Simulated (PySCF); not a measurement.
An EPR job on `COC[C@H](C)[O]` [radical].

Method: UKS B3LYP, pcH-1 on C H O, non-relativistic, mean-field spin-orbit, GIAO (PySCF 2.14.0). Geometry: GFN2-xTB. A driver script takes a list of jobs; this job's settings line and coordinates (Å) are shown.

Command:
```bash
OMP_NUM_THREADS=1 python probes_run.py task.json out
```

Input:
```
{"job": {"kind": "epr", "basis": "pcH-1"}, "charge": 0, "multiplicity": 2}
C      2.130144     0.480174     0.469745
O      1.599150    -0.588964    -0.251858
C      0.316786    -0.355135    -0.704310
C     -0.692711    -0.336992     0.535751
C     -2.089385    -0.082292    -0.069464
O     -0.319610     0.595650     1.394537
H      1.351952     0.766593     1.230168
H      2.307629     1.356721    -0.163033
H      3.045661     0.145175     0.950014
H      0.227675     0.616061    -1.206617
H      0.043254    -1.173290    -1.370035
H     -0.655316    -1.359491     0.967863
H     -2.125209     0.903862    -0.524493
H     -2.327271    -0.841832    -0.808146
H     -2.817162    -0.118251     0.736550
```

Q: Give the output.

A: 
```
UKS, coarse grid
  cycle   1  E = -308.05553951  |g| = 6.37e-01
  cycle   2  E = -307.43525556  |g| = 1.36e+00
  cycle   3  E = -308.20401734  |g| = 2.13e-01
  cycle   4  E = -308.21367616  |g| = 1.84e-01
  cycle   5  E = -308.22515351  |g| = 4.90e-02
  cycle   6  E = -308.22601849  |g| = 2.81e-02
  cycle   7  E = -308.22637152  |g| = 8.89e-03
  cycle   8  E = -308.22641688  |g| = 2.01e-03
  cycle   9  E = -308.22641984  |g| = 8.15e-04
UKS, final grid
  cycle   1  E = -308.22655187  |g| = 8.79e-04
  cycle   2  E = -308.22655256  |g| = 1.05e-03
  cycle   3  E = -308.22655333  |g| = 3.15e-04
  cycle   4  E = -308.22655375  |g| = 3.02e-04
  cycle   5  E = -308.22655465  |g| = 1.67e-04
  cycle   6  E = -308.22655483  |g| = 8.02e-05
  cycle   7  E = -308.22655484  |g| = 4.12e-05
  cycle   8  E = -308.22655485  |g| = 2.03e-05
E = -308.22655485 Eh   <S^2> = 0.7549 (exact 0.7500)
g shifts (ppm)      1          2          3
  rmc          -298       -298       -298
  gc             -9         47         75
  oz_so         287       4540      23359
  total         -20       4289      23136
hyperfine (MHz)  atom isotope    a_iso     a_fc   dipolar eigenvalues
    0   13C      22.06      22.06    -10.94     -9.36     20.29
    1   17O     -13.92     -13.92    -39.46     19.65     19.81
    2   13C      47.64      47.64    -14.31    -13.36     27.66
    3   13C     -32.67     -32.67     -7.93      1.10      6.84
    4   13C      43.39      43.39     -7.07     -6.65     13.72
    5   17O     -46.72     -46.72   -206.24    102.55    103.69
    6    1H      47.37      47.37    -23.17    -13.55     36.72
    7    1H      19.73      19.73     -4.60     -1.04      5.64
    8    1H       5.78       5.78     -5.06     -2.00      7.05
    9    1H       0.92       0.92     -6.25     -1.42      7.68
   10    1H      17.23      17.23     -6.48     -2.48      8.96
   11    1H       7.83       7.83     -4.42     -4.12      8.54
   12    1H      -4.02      -4.02     -4.47     -2.51      6.98
   13    1H       3.54       3.54     -4.37     -1.18      5.56
   14    1H      -0.60      -0.60     -5.21     -1.33      6.55
```

rmc, gc and oz_so are the mass-correction, gauge-correction and orbital-Zeeman/spin–orbit parts of the g shift along its three principal axes; a_iso is the isotropic hyperfine coupling and a_fc its Fermi-contact part. The program numbers atoms from 0.

Q: How far is ⟨S²⟩ from the pure-spin value?

A: S = 0.5 gives S(S+1) = 0.75; the run has 0.7549, 0.0049 more.

Q: Get g_iso from the total shifts.

A: Their mean is 9135 ppm; added to g_e = 2.002319 it gives 2.01145.

Summary of the converged run: ⟨S²⟩ 0.755; g_iso 2.0115.

The structure is a single GFN2-xTB conformer in the gas phase; no vibrational or solvent corrections.

Time: 1.7 min (with the writing of density and orbital grids); peak memory 0.97 GiB. Hardware: one thread of an Intel Xeon at 2.50 GHz, shared host with 64 logical CPUs at a one-minute load of 60.
Labels such as C1 count atoms from 1, the log's own numbers from 0.
